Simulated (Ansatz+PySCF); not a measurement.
Results of a calculation; reference values are marked as such.
**Several solutions for singlet LiH**

```xyz
2

Li    0.0000    0.0000   -0.6991
H     0.0000    0.0000    2.0972
```

Basis set: 6-31G (spherical functions). Charge 0, multiplicity 1.

PBE0 (unrestricted) was run from several starts with Ansatz (development build ahead of 0.2.0) and PySCF 2.14.0.

```csv
run,program,start,converged,energy (hartree),<S²>
A,PySCF,program defaults,yes,-7.99141,0.00
B,Ansatz,search for the lowest state,yes,-7.99226,0.23
C,Ansatz,"atomic start, no search",yes,-7.99141,0.00
D,Ansatz,stability test followed,yes,-7.99226,0.23
```

Problem. Which runs reached the lowest solution of this kind, and what is wrong with the others?

Solution. B, D reached the lowest solution found. Converged but too high: A by 0.02 eV, C by 0.02 eV. Convergence only shows a stationary point, and even a stable one can lie too high; stability tests and further starts are what find lower ones. Caution: the unrestricted determinant is spin contaminated.
